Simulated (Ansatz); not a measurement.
# GaInN2: the cost of one run

Program: Ansatz 0.2.0, Gaussian basis. Level of theory: the settings change from run to run. These are calculated values, not measurements.

1 further run of the same task is left out (set aside as unsound or not needed).

**1. The geometry**

The geometry comes from an earlier relaxation with PBE-D4/def2-SVP; it is a stationary point. In takes a core potential in def2 sets; no spin-orbit term is included.

4 atoms, charge 0, spin multiplicity 1.

Atoms are counted from 1 here; the program's logs count them from 0.

Bond lengths: Ga1–N3 2.190 Å, Ga1–N4 2.190 Å, In2–N3 2.446 Å, In2–N4 2.446 Å, N3–N4 1.236 Å. Angles: N3–Ga1–N4 32.8°, N3–In2–N4 29.3°, Ga1–N3–In2 149.0°, Ga1–N3–N4 73.6°, In2–N3–N4 75.4°, Ga1–N4–In2 149.0°, Ga1–N4–N3 73.6°, In2–N4–N3 75.4°.

**2. wB97X-V/def2-mTZVPP**

Options: unrestricted orbitals, the search for lower states set to full.

File in.yaml:

```yaml
crystal:
  periodic: [false, false, false]
  atoms:
    - {symbol: Ga, position_ang: [-0.000983, 2.162090, -0.153095]}
    - {symbol: In, position_ang: [0.001039, -2.294604, 0.162481]}
    - {symbol: N, position_ang: [-0.597996, 0.054900, -0.161239]}
    - {symbol: N, position_ang: [0.597949, 0.077614, 0.151853]}
basis:
  gaussian: {orbitals: def2-mTZVPP}
magnetization: {spin_polarized: true, initial_magnetization: 0}
hamiltonian: {xc: {name: wB97X-V}}
scf: {lower_state_search: full}
output: {forces: true}
```

The run is started by

```
ansatz run in.yaml --threads 2 --pin off --events-out ev --progress --plain --max-ram 4352MiB
```

What time and memory should one allow on 2 threads of Intel Xeon Platinum 8488C, shared host?

About 21 s, with a peak of 0.8 GiB.
